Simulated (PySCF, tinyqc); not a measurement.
CID on RHF in the sto-6g basis, frozen core, for LiH, spin multiplicity 1, step by step. The lowest restricted solution is unstable here: a spin-polarised one lies 0.0002 hartree lower (PySCF). Computed by tinyqc, a small Python program that keeps every step (integrals from PySCF). Settings: charge = 0, multiplicity = 1, basis = sto-6g, method = RHF, frozen orbitals = 1, energy threshold = 1e-10, iteration cap = 62, orthogonalisation = symmetric, start = Wolfsberg-Helmholz matrix, DIIS depth = 6, ci = CID. Command: `OMP_NUM_THREADS=1 python tinyqc.py 29562 29563 out.jsonl` (the two numbers bound the seeds that draw the settings). One thread of a shared host (Intel(R) Xeon(R) Processor @ 2.60GHz), about 0.1 s of CPU time with the checks. The early iterations of the SCF are left out here.

## One-electron integrals

Geometry (angstrom):
```
atom         x         y         z
Li    0.000000  0.000000  0.000000
H     0.000000  0.000000  2.070000
```

Basis sto-6g: exponents (1/bohr^2) and contraction coefficients of normalised primitives:
```
element  l (shell)    exponent  coefficient
Li           s (1)  167.175846     0.009164
Li           s (1)   30.651508     0.049361
Li           s (1)    8.575187     0.168538
Li           s (1)    2.945808     0.370563
Li           s (1)    1.143944     0.416492
Li           s (1)    0.471139     0.130334
Li           s (2)    6.597564    -0.013253
Li           s (2)    1.305830    -0.046992
Li           s (2)    0.405851    -0.033785
Li           s (2)    0.156146     0.250242
Li           s (2)    0.067814     0.595117
Li           s (2)    0.031084     0.240706
Li           p (3)    6.597564     0.003760
Li           p (3)    1.305830     0.037679
Li           p (3)    0.405851     0.173897
Li           p (3)    0.156146     0.418036
Li           p (3)    0.067814     0.425860
Li           p (3)    0.031084     0.101708
H            s (1)   35.523221     0.009164
H            s (1)    6.513144     0.049361
H            s (1)    1.822143     0.168538
H            s (1)    0.625955     0.370563
H            s (1)    0.243077     0.416492
H            s (1)    0.100112     0.130334
```

Overlap, kinetic and nuclear-attraction integrals over the contracted functions; the nuclear repulsion is the sum of Za Zb / Rab.

nuclear repulsion = 0.76692349 hartree

overlap S, order 1Li 1s, 1Li 2s, 1Li 2px, 1Li 2py, 1Li 2pz, 2H 1s:
```
[[1.000000, 0.235742, 0.000000, 0.000000, 0.000000, 0.024519],
 [0.235742, 1.000000, 0.000000, 0.000000, 0.000000, 0.285906],
 [0.000000, 0.000000, 1.000000, 0.000000, 0.000000, 0.000000],
 [0.000000, 0.000000, 0.000000, 1.000000, 0.000000, 0.000000],
 [0.000000, 0.000000, 0.000000, 0.000000, 1.000000, 0.402511],
 [0.024519, 0.285906, 0.000000, 0.000000, 0.402511, 1.000000]]
```

kinetic energy T (hartree), order 1Li 1s, 1Li 2s, 1Li 2px, 1Li 2py, 1Li 2pz, 2H 1s:
```
[[3.616742, -0.110723, 0.000000, 0.000000, 0.000000, -0.009189],
 [-0.110723, 0.106524, 0.000000, 0.000000, 0.000000, 0.017146],
 [0.000000, 0.000000, 0.320007, 0.000000, 0.000000, 0.000000],
 [0.000000, 0.000000, 0.000000, 0.320007, 0.000000, 0.000000],
 [0.000000, 0.000000, 0.000000, 0.000000, 0.320007, 0.062680],
 [-0.009189, 0.017146, 0.000000, 0.000000, 0.062680, 0.768522]]
```

nuclear attraction V (hartree), order 1Li 1s, 1Li 2s, 1Li 2px, 1Li 2py, 1Li 2pz, 2H 1s:
```
[[-8.322785, -0.888626, 0.000000, 0.000000, -0.010169, -0.096893],
 [-0.888626, -1.443113, 0.000000, 0.000000, -0.094902, -0.461719],
 [0.000000, 0.000000, -1.418765, 0.000000, 0.000000, 0.000000],
 [0.000000, 0.000000, 0.000000, -1.418765, 0.000000, 0.000000],
 [-0.010169, -0.094902, 0.000000, 0.000000, -1.491659, -0.658990],
 [-0.096893, -0.461719, 0.000000, 0.000000, -0.658990, -2.006210]]
```

core Hamiltonian H = T + V (hartree), order 1Li 1s, 1Li 2s, 1Li 2px, 1Li 2py, 1Li 2pz, 2H 1s:
```
[[-4.706043, -0.999349, 0.000000, 0.000000, -0.010169, -0.106082],
 [-0.999349, -1.336589, 0.000000, 0.000000, -0.094902, -0.444573],
 [0.000000, 0.000000, -1.098757, 0.000000, 0.000000, 0.000000],
 [0.000000, 0.000000, 0.000000, -1.098757, 0.000000, 0.000000],
 [-0.010169, -0.094902, 0.000000, 0.000000, -1.171652, -0.596310],
 [-0.106082, -0.444573, 0.000000, 0.000000, -0.596310, -1.237688]]
```

## Two-electron integrals

Functions are numbered as in S; the eight-fold symmetry (ij|kl) = (ji|kl) = (kl|ij) leaves the list below.

Two-electron integrals (ij|kl) in chemists' order, unique and non-zero (hartree):
```
(11|11) 1.681247   (21|11) 0.242603   (21|21) 0.044507   (22|11) 0.397190
(22|21) 0.090279   (22|22) 0.290625   (31|31) 0.009437   (32|31) 0.014261
(32|32) 0.064236   (33|11) 0.397190   (33|21) 0.090279   (33|22) 0.290625
(33|33) 0.313125   (41|41) 0.009437   (42|41) 0.014261   (42|42) 0.064236
(43|43) 0.016875   (44|11) 0.397190   (44|21) 0.090279   (44|22) 0.290625
(44|33) 0.279374   (44|44) 0.313125   (51|51) 0.009437   (52|51) 0.014261
(52|52) 0.064236   (53|53) 0.016875   (54|54) 0.016875   (55|11) 0.397190
(55|21) 0.090279   (55|22) 0.290625   (55|33) 0.279374   (55|44) 0.279374
(55|55) 0.313125   (61|11) 0.024724   (61|21) 0.004467   (61|22) 0.009254
(61|33) 0.009120   (61|44) 0.009120   (61|51) 0.000602   (61|52) 0.001257
(61|55) 0.009522   (61|61) 0.000498   (62|11) 0.089905   (62|21) 0.020871
(62|22) 0.075190   (62|33) 0.070948   (62|44) 0.070948   (62|51) 0.003426
(62|52) 0.023219   (62|55) 0.083675   (62|61) 0.002584   (62|62) 0.036968
(63|31) 0.001398   (63|32) 0.007215   (63|53) 0.003148   (63|63) 0.002055
(64|41) 0.001398   (64|42) 0.007215   (64|54) 0.003148   (64|64) 0.002055
(65|11) 0.119519   (65|21) 0.027949   (65|22) 0.103520   (65|33) 0.096407
(65|44) 0.096407   (65|51) 0.005332   (65|52) 0.036035   (65|55) 0.117745
(65|61) 0.003573   (65|62) 0.055153   (65|65) 0.082939   (66|11) 0.255507
(66|21) 0.060169   (66|22) 0.238554   (66|33) 0.218267   (66|44) 0.218267
(66|51) 0.010037   (66|52) 0.087403   (66|55) 0.279129   (66|61) 0.007700
(66|62) 0.153719   (66|65) 0.236176   (66|66) 0.774999
```

## Orthogonalisation

S = U s U^T; symmetric (Loewdin) form X = U s^(-1/2) U^T, so that X^T S X = 1.

eigenvalues of S: [0.491455, 0.808710, 1.000000, 1.000000, 1.177043, 1.522792]

X, order 1Li 1s, 1Li 2s, 1Li 2px, 1Li 2py, 1Li 2pz, 2H 1s:
```
[[1.022336, -0.126774, 0.000000, 0.000000, -0.006316, 0.017159],
 [-0.126774, 1.061236, 0.000000, 0.000000, 0.054222, -0.173917],
 [0.000000, 0.000000, 1.000000, 0.000000, 0.000000, 0.000000],
 [0.000000, 0.000000, 0.000000, 1.000000, 0.000000, 0.000000],
 [-0.006316, 0.054222, 0.000000, 0.000000, 1.074422, -0.239640],
 [0.017159, -0.173917, 0.000000, 0.000000, -0.239640, 1.112551]]
```

## Iteration 9 (converged): orbitals

converged F (hartree), order 1Li 1s, 1Li 2s, 1Li 2px, 1Li 2py, 1Li 2pz, 2H 1s:
```
[[-2.401898, -0.619773, 0.000000, 0.000000, 0.013581, -0.065999],
 [-0.619773, -0.193497, 0.000000, 0.000000, -0.068813, -0.205549],
 [0.000000, 0.000000, 0.159709, 0.000000, 0.000000, 0.000000],
 [0.000000, 0.000000, 0.000000, 0.159709, 0.000000, 0.000000],
 [0.013581, -0.068813, 0.000000, 0.000000, 0.046165, -0.202001],
 [-0.065999, -0.205549, 0.000000, 0.000000, -0.202001, -0.089893]]
```

Diagonalise F' = X^T F X, C = X C', fill 2 alpha and 2 beta electrons from the bottom; D = 2 C_occ C_occ^T. Each column has its largest component positive (the first on a tie).

F' = X^T F X (hartree):
```
[[-2.354542, -0.339902, 0.000000, 0.000000, 0.012068, 0.014770],
 [-0.339902, -0.023673, 0.000000, 0.000000, 0.006287, -0.208648],
 [0.000000, 0.000000, 0.159709, 0.000000, 0.000000, 0.000000],
 [0.000000, 0.000000, 0.000000, 0.159709, 0.000000, 0.000000],
 [0.012068, 0.006287, 0.000000, 0.000000, 0.148850, -0.246362],
 [0.014770, -0.208648, 0.000000, 0.000000, -0.246362, 0.067411]]
```

orbital energies (hartree): [-2.403238, -0.244317, 0.072053, 0.159709, 0.159709, 0.413548]

coefficients C, order 1Li 1s, 1Li 2s, 1Li 2px, 1Li 2py, 1Li 2pz, 2H 1s:
```
[[0.994101, -0.140096, -0.204385, 0.000000, 0.000000, 0.109274],
 [0.023879, 0.482450, 0.800958, 0.000000, 0.000000, -0.548286],
 [0.000000, 0.000000, 0.000000, 0.570089, 0.821583, 0.000000],
 [0.000000, 0.000000, 0.000000, 0.821583, -0.570089, 0.000000],
 [-0.004726, 0.332302, -0.595244, 0.000000, 0.000000, -0.866041],
 [-0.000367, 0.592570, -0.183905, 0.000000, 0.000000, 0.969938]]
```

D after iteration 9, order 1Li 1s, 1Li 2s, 1Li 2px, 1Li 2py, 1Li 2pz, 2H 1s:
```
[[2.015727, -0.087703, 0.000000, 0.000000, -0.102505, -0.166763],
 [-0.087703, 0.466656, 0.000000, 0.000000, 0.320412, 0.571752],
 [0.000000, 0.000000, 0.000000, 0.000000, 0.000000, 0.000000],
 [0.000000, 0.000000, 0.000000, 0.000000, 0.000000, 0.000000],
 [-0.102505, 0.320412, 0.000000, 0.000000, 0.220893, 0.393827],
 [-0.166763, 0.571752, 0.000000, 0.000000, 0.393827, 0.702278]]
```

Within a degenerate level the vectors are fixed only up to a rotation; this is one choice.

## Convergence

Stop when the energy changes by less than 1e-10 hartree and every element of the error matrix X^T (F D S - S D F) X is below 3e-06.

Course of the cycle:
```
iteration  E (hartree)     change  largest element of the error matrix
1          -7.89716550          -                             5.70e-02
2          -7.90766162  -1.05e-02                             2.43e-02
3          -7.91153362  -3.87e-03                             1.19e-02
4          -7.91260443  -1.07e-03                             1.44e-03
5          -7.91260592  -1.49e-06                             1.03e-03
6          -7.91260779  -1.87e-06                             9.36e-05
7          -7.91260781  -1.57e-08                             1.30e-05
8          -7.91260781  -3.04e-10                             1.95e-08
9          -7.91260781   1.78e-15                             7.66e-10
```

PySCF RHF in the same basis = -7.91260781 hartree

Converged in 9 iterations.

## Integrals over molecular orbitals

(pq|rs) = sum C_ip C_jq C_kr C_ls (ij|kl), one index at a time.

one-electron integrals over orbitals h = C^T H C (hartree):
```
[[-4.698718, 0.095305, 0.164926, 0.000000, 0.000000, -0.055626],
 [0.095305, -1.333258, 0.013239, 0.000000, 0.000000, 0.035081],
 [0.164926, 0.013239, -1.103394, 0.000000, 0.000000, 0.025378],
 [0.000000, 0.000000, 0.000000, -1.098757, 0.000000, 0.000000],
 [0.000000, 0.000000, 0.000000, 0.000000, -1.098757, 0.000000],
 [-0.055626, 0.035081, 0.025378, 0.000000, 0.000000, -1.017438]]
```

Two-electron integrals over orbitals (pq|rs), unique and non-zero (hartree); the lowest 1 orbital is frozen and left out:
```
(22|22) 0.458685    (32|22) -0.055967   (32|32) 0.018587    (33|22) 0.212341
(33|32) 0.013305    (33|33) 0.331731    (42|42) 0.020927    (43|42) 0.019873
(43|43) 0.041652    (44|22) 0.247747    (44|32) 0.012210    (44|33) 0.280740
(44|44) 0.313125    (52|52) 0.020927    (53|52) 0.019873    (53|53) 0.041652
(54|54) 0.016875    (55|22) 0.247747    (55|32) 0.012210    (55|33) 0.280740
(55|44) 0.279374    (55|55) 0.313125    (62|22) 0.111862    (62|32) -0.041610
(62|33) -0.020118   (62|44) -0.035114   (62|55) -0.035114   (62|62) 0.131346
(63|22) -0.055343   (63|32) 0.014611    (63|33) 0.036374    (63|44) 0.006579
(63|55) 0.006579    (63|62) -0.036702   (63|63) 0.028807    (64|42) -0.018632
(64|43) -0.012529   (64|64) 0.019638    (65|52) -0.018632   (65|53) -0.012529
(65|65) 0.019638    (66|22) 0.429776    (66|32) -0.046403   (66|33) 0.238238
(66|44) 0.260680    (66|55) 0.260680    (66|62) 0.103048    (66|63) -0.044827
(66|66) 0.425840
```

## CID: determinants and Hamiltonian

one-electron integrals dressed by the frozen orbital, h + 2 (pq|11) - (p1|1q) (hartree), order 2, 3, 4, 5, 6:
```
[[-0.703002, 0.055967, 0.000000, 0.000000, -0.111862],
 [0.055967, -0.334042, 0.000000, 0.000000, 0.069076],
 [0.000000, 0.000000, -0.314859, 0.000000, 0.000000],
 [0.000000, 0.000000, 0.000000, -0.314859, 0.000000],
 [-0.111862, 0.069076, 0.000000, 0.000000, -0.314658]]
```

energy of the frozen orbital, 2 h_11 + (11|11) = -7.73221267 hartree

Hartree-Fock energy = -7.91260781 hartree

Slater-Condon rules over spin orbitals, with the nuclear repulsion and the energy of the frozen orbital added and E(HF) subtracted on the diagonal. Only determinants linked to the reference directly or through others are kept (one block of an abelian symmetry group), so some states are absent.

Occupation strings over the orbitals (2 doubly, a alpha, b beta, 0 empty; spin orbitals ordered 1a 1b 2a 2b ...): 220000 202000 20a00b 200200 200020 20b00a 200002

H - E(HF) between determinants (hartree), order 220000, 202000, 20a00b, 200200, 200020, 20b00a, 200002:
```
[[0.000000, 0.018587, -0.041610, 0.020927, 0.020927, 0.041610, 0.131346],
 [0.018587, 0.610966, 0.105450, 0.041652, 0.041652, -0.105450, 0.028807],
 [-0.041610, 0.105450, 0.536856, -0.012529, -0.012529, -0.028807, 0.024248],
 [0.020927, 0.041652, -0.012529, 0.630725, 0.016875, 0.012529, 0.019638],
 [0.020927, 0.041652, -0.012529, 0.016875, 0.630725, 0.012529, 0.019638],
 [0.041610, -0.105450, -0.028807, 0.012529, 0.012529, 0.536856, -0.024248],
 [0.131346, 0.028807, 0.024248, 0.019638, 0.019638, -0.024248, 0.743842]]
```

## CID: roots

Diagonalise (each vector has its largest component positive (the first on a tie)); all determinants have Ms = 0, so triplets appear too. The lowest singlet root is the correlation energy.

lowest roots of this matrix, relative to E(HF) (hartree): [-0.031274, 0.427693, 0.508050, 0.613850, 0.652666, 0.712015, 0.806972]

lowest vectors, order 220000, 202000, 20a00b, 200200, 200020, 20b00a, 200002:
```
[[0.977470, 0.105614, 0.000000, 0.000000],
 [-0.045195, 0.648922, 0.000000, 0.000000],
 [0.082131, -0.497980, 0.707107, 0.000000],
 [-0.019464, -0.189431, 0.000000, 0.707107],
 [-0.019464, -0.189431, 0.000000, -0.707107],
 [-0.082131, 0.497980, 0.707107, 0.000000],
 [-0.168108, -0.003083, 0.000000, 0.000000]]
```

<S^2> of these roots: [0.000000, 0.000000, 2.000000, 0.000000, 0.000000, 0.000000, 0.000000]

weight of the ground state by excitation level 0, 1, 2, ...: [0.955449, 0.000000, 0.044551]
